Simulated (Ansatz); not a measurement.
Results of PBEsol in Ansatz (PAW) for anatase TiO2 (metastable phase).

Settings: plane-wave cutoff 520 eV, 12×12×12 k mesh, Fermi–Dirac smearing 0.01 eV, no spin polarisation, scalar-relativistic PAW data made under PBE.

Computed points:

| V (Å³/atom) | E − E_lowest (meV/atom) | P (GPa) |
|---|---|---|
| 10.860 | 10.65 | 7.69 |
| 11.087 | 2.61 | 3.74 |
| 11.313 | 0.00 | 0.00 |
| 11.539 | 2.50 | -3.50 |
| 11.765 | 9.78 | -6.77 |

Problem. Estimate the bulk modulus from the pressures at 11.087 and 11.539 Å³/atom, and compare it with a fit to all energies.

Solution. B = −V dP/dV. Between V = 11.087 and 11.539 Å³/atom, dP/dV = (-3.50 − (3.74))/(11.539 − 11.087) = -16.0 GPa per Å³/atom; at the midpoint 11.313 Å³/atom this gives B ≈ 181 GPa. The third-order Birch–Murnaghan fit gives V0 = 11.313 Å³/atom, B0 = 181 GPa, B′ = 2.2, which lies within 1 % of that estimate.

Shape and atoms are relaxed at each volume.

Computing time: about 7 core-minutes (a rough figure).

Ansatz is a first-principles code.
